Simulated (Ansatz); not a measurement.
Ansatz (a quantum-chemistry and plane-wave program) input:

Ansatz 0.2 input:
```yaml
crystal:
  periodic: [false, false, false]
  atoms:
    - {symbol: C, position_ang: [0.05642585, 0.73130304, -0.13077437]}
    - {symbol: C, position_ang: [1.52312736, 0.67639230, 0.04806753]}
    - {symbol: Cl, position_ang: [-0.86834479, -0.70435064, 0.04930713]}
    - {symbol: H, position_ang: [-0.46096356, 1.53945918, -0.62387398]}
    - {symbol: H, position_ang: [1.93775869, 1.68571894, 0.03825061]}
    - {symbol: H, position_ang: [1.79264150, 0.19872643, 0.99385005]}
    - {symbol: H, position_ang: [2.01510562, 0.10388438, -0.75020696]}
basis:
  gaussian:
    orbitals: def2-TZVPD
hamiltonian:
  xc: {name: r2SCANh}
magnetization: {spin_polarized: true, initial_magnetization: 1}
output: {forces: true}
```

What final total energy does it print?

-538.72496 Eh (r2SCANh/def2-TZVPD). The basis has 156 functions.

It need not be the lowest isomer of its formula.
